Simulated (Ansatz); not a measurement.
Hf (hcp): energy against volume

These are results of DFT, revPBE, plane waves (420 eV) with PAW, scalar-relativistic in Ansatz 0.2.0, not measurements. The PAW files were generated under PBE, with cores re-solved for the functional.

The cell is scaled uniformly from the relaxed one, with fractional coordinates and shape fixed. Energies are extrapolated to zero smearing, pressures are those at the given smearing. Magnetic state: spin not included.

A Birch-Murnaghan fit gives V₀ = 22.97 Å³/atom, B₀ = 103 GPa, B₀′ = 3.4.

Q: What are the energy above the minimum and the pressure at 20.238 Å³/atom?

A: 125.8 meV/atom and 16.26 GPa as computed.

Q: What are the energy above the minimum and the pressure at 22.078 Å³/atom?

A: 11.8 meV/atom and 4.45 GPa as computed.

Q: What are the energy above the minimum and the pressure at 23.918 Å³/atom?

A: 11.9 meV/atom and -3.81 GPa as computed.
